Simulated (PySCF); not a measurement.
nitrogen (N2), SMILES N#N. Geometry optimised at PBE0-D3(BJ)/def2-TZVPD.

TDA-ωB97X/def2-TZVPD (PySCF) puts the lowest singlet excitations at 9.52, 9.70, 9.70, 10.00, 10.00, 13.39 eV and the lowest triplet (TDA) at 7.83 eV.

### Question
What are the lowest singlet roots from EOM-CCSD/aug-cc-pVDZ run with PySCF 2.14.0? (An estimate is asked for; the answer gives what the named calculation found.)

### Answer
9.65, 9.65, 10.42, 10.83, 10.83, 13.27 eV; triplets 7.92, 8.27, 8.27 eV. S1 differs by 0.13 eV (second minus first; roots are paired by order, and the bases may differ).
